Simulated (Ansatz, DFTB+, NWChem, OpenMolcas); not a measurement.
# Strength of the C–O bond: C2H2O → C2H + OH

Gas-phase species: C2H2O (ethynol) `C#CO`, singlet; C2H `[C]#C`, doublet; OH, doublet. 

Shapes, held fixed at every level: PBE0-D4/def2-TZVP. Programs: Ansatz 0.2.0, DFTB+ 25.1, NWChem 7.3.0, OpenMolcas 26.06. A level may come from different programs for different species; with the same settings they agree closely. The zero-point and thermal change to 298 K, harmonic and unscaled (PBE0-D4/def2-TZVP), is -16.2 kJ/mol.

| level | kind | ΔH(298 K) (kJ/mol) |
| --- | --- | --- |
| DFTB2-D4 | semi-empirical | +589.6 |
| HF/def2-TZVPP | Hartree–Fock | +327.6 |
| PBE-D4/def2-TZVPP | GGA | +546.3 |
| B3LYP/6-31G* (spherical functions) | global hybrid | +520.5 |
| BHLYP-D4/def2-TZVPP | global hybrid | +491.7 |
| PBE0-D4/def2-TZVPP | global hybrid | +527.3 |
| r2SCAN0-D4/def2-TZVPP | global hybrid | +495.3 |
| wB97M-V/def2-TZVPP | range-separated hybrid | +533.1 |
| B2PLYP/def2-TZVPP | double hybrid | +518.4 |

B2PLYP/def2-TZVPP gives ΔH(298 K) = +518.4 kJ/mol; the levels span +327.6 to +589.6. DFTB2-D4 strays far from the other rows. The median of the levels is +520.5. Hartree–Fock misses the correlation of the pair that is broken and comes out low. No measured value is set beside it here. Spin contamination: C2H (⟨S²⟩ up to 1.11). Open shells run unrestricted.
